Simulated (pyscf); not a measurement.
`[SiH3]` [doublet] + `[CH3][Cl]` -> `[SiH3][Cl]` + `[CH3]` [doublet] (atom transfer; doublet surface; C–Cl broken, Cl–Si formed). Structures and frequencies: ωB97X-D3(BJ)/def2-SVP in PySCF. MP2 and CC: frozen core, UHF for open shells. ΔMP2 is the change of the MP2 total energy from the triple- to the quadruple-zeta basis. Energies in kcal/mol from the separated reactants.

```tsv
level	barrier	reaction energy
r²SCAN/def2-TZVP	3.2	-24.4
M06-2X/def2-TZVP	8.8	-21.6
ωB97M-D3(BJ)/def2-TZVP	8.8	-24.0
HF/def2-TZVP	21.6	-30.5
MP2/def2-QZVPP	10.9	-23.6
CCSD/def2-TZVPP	12.1	-24.0
CCSD(T)/def2-TZVPP + ΔMP2(QZVPP)	8.8	-23.6
```

This is the saddle that the search found; another between the same sides may lie lower. The angle at the transferred Cl is 180°. The CCSD(T) − MP2 part came from Ansatz, without density fitting, on the same reference.
